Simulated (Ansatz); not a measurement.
Relaxed structures of LiAlSiH$_{4}$, singlet (PBE0-D4/def2-TZVP; forces vanish, vibrations not checked; lower isomers may exist, and structures with a doubtful reference or unclear bonds are left out; Å). Computed with Ansatz 0.2.0 (basis: def2-TZVPP); correlated methods freeze the cores. The outer core shell of Li, Na, Mg and K is correlated.

(1) Rank them by CCSD(T) energy, lowest first, and give each one's height above the lowest. Links in brackets join atoms within 1.22 times the sum of their covalent radii (1.1 for two metals). (Judge from chemistry; the value comes from the calculation.)
A.
LiAlSiH₄ ([H]1[AlH]2[Si]34[H][Li]123[H]4)
```
7
angstrom
Li 0.2547 1.5354 -0.0033
Al 0.5604 -0.9961 0.0367
Si -1.7214 -0.1010 -0.0785
H 1.4271 -2.3308 0.0890
H -1.0015 0.8275 -1.1433
H -1.1037 0.8516 1.0283
H 1.6220 0.3160 0.0730
```
B.
LiAlSiH₄ ([Li][AlH][SiH3])
```
7
angstrom
Li -3.0734 -1.6694 -0.1722
Al -0.4671 -1.3245 -0.0194
Si 0.5743 0.9357 0.0233
H 0.6888 -2.4496 0.0657
H 0.1458 1.7372 -1.1696
H 0.0668 1.7181 1.1981
H 2.0647 1.0525 0.0741
```
C.
LiAlSiH₄ ([SiH3][Al]1[H][Li]1)
```
7
angstrom
Li -3.3481 -1.9800 -0.1015
Al -0.9859 -1.2849 -0.0342
Si 0.2231 0.8924 0.0386
H -2.5478 -0.4195 -0.0509
H -0.0929 1.7481 -1.1494
H -0.1488 1.7004 1.2436
H 1.7139 0.7826 0.0712
```
D.
LiAlSiH₄ ([H]1[AlH]2[SiH]3[H][Li]123)
```
7
angstrom
Li -2.3013 0.1482 -0.1028
Al -0.4663 -1.7422 -0.1983
Si 0.0356 0.5459 0.0189
H 0.0547 -3.1378 -0.7467
H -2.1340 -1.6425 -0.2786
H -1.0393 0.7396 1.1235
H 1.2776 0.9952 0.7088
```

T1 diagnostic: at most 0.017. The restricted Hartree–Fock reference is unstable towards an unrestricted one at one or more of these structures.

Answers

(1) The calculation gives: D (0.00 kcal/mol), A (1.32 kcal/mol), B (7.89 kcal/mol), C (11.46 kcal/mol). Heights count from the lowest.

For scale, one of the runs: CCSD(T)/def2-TZVPP, 159 basis functions, launched by `ansatz run in.yaml --threads 2 --pin off --events-out ev --progress --plain --max-ram 4352MiB`. The run took 14 s on 2 CPU threads of an Arm Neoverse V1 (shared host), with 1 GiB of host memory at its peak.
